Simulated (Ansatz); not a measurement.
## Low-lying states of NO (charge +1)

Computed with Ansatz's Gaussian-basis code (development build). State-averaged CASSCF with equal weights; occupations are averaged over the states; levels count from the state that is lowest in CASSCF. CASSCF levels without dynamic correlation can be off by over 1 eV. No symmetry is imposed, so a solution can break that of the shape. The lowest solution met needn't be the lowest there is, nor hold the orbitals that a chemist would pick. The average may hold one member of a degenerate pair alone.

Geometry: bond length 1.1500 Å.

Basis cc-pVTZ, nonrelativistic, 2 orbitals frozen in the corrections; active space CAS(4,5). Averaged: 1 singlet, 1 triplet, 1 quintet.

Give the levels in order, with their spins.



```json
{"state": "singlet", "CASSCF (eV)": "0.000"}
{"state": "triplet", "CASSCF (eV)": "6.286"}
{"state": "quintet", "CASSCF (eV)": "13.058"}
```

Occupations: 1.46, 1.44, 0.56, 0.54, 0.00.
